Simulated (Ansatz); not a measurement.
**Wavefunction methods compared: B₂, triplet**

Program: Ansatz, Gaussian basis, development build; BCCD by scripts on PySCF. Nonrelativistic, STO-3G, 2 core orbitals frozen. Perturbation and coupled-cluster methods stand on the Hartree–Fock determinant that coupled cluster favours; RHF here means ROHF, with semicanonical perturbation theory. The state met can change along the bond. Small basis; these aren't basis-limit values.

Correlation energy of CCSD(T), then each method's total less that of CCSD(T), in eV:

```csv
case,E corr CCSD(T),CCSD,BCCD,BCCD(T),determinant
1.590 Å RHF,-4.524,+0.259,+0.361,+0.086,0.93 eV over the lowest such Hartree–Fock solution met
1.988 Å RHF,-3.298,+0.107,+0.118,+0.011,0.48 eV over the lowest such Hartree–Fock solution met
1.988 Å UHF,-3.091,+0.094,+0.121,+0.018,"⟨S²⟩ = 2.037, 0.56 eV over the lowest such Hartree–Fock solution met"
2.544 Å RHF,-2.542,+0.055,+0.177,+0.034,–
3.498 Å RHF,-2.176,0.000,0.000,0.000,–
4.134 Å RHF,-2.177,0.000,0.000,-0.009,–
4.452 Å RHF,-2.177,0.000,0.000,-0.033,–
```

Q: Give full CI less CCSD(T). Is CCSD(T) good to 1 kcal/mol?

A: 1.590 Å RHF: -0.073 eV (outside); 1.988 Å RHF: -0.093 eV (outside); 1.988 Å UHF: -0.082 eV (outside); 2.544 Å RHF: -0.161 eV (outside); 3.498 Å RHF: -0.024 eV (within); 4.134 Å RHF: -0.005 eV (within); 4.452 Å RHF: -0.003 eV (within).

Q: Which method comes nearest to full CI in total energy for 1.988 Å RHF?

A: CCSD(T), 0.093 eV away; next BCCD(T) (0.104 eV), last BCCD (0.211 eV).

Several Brueckner solutions were met.
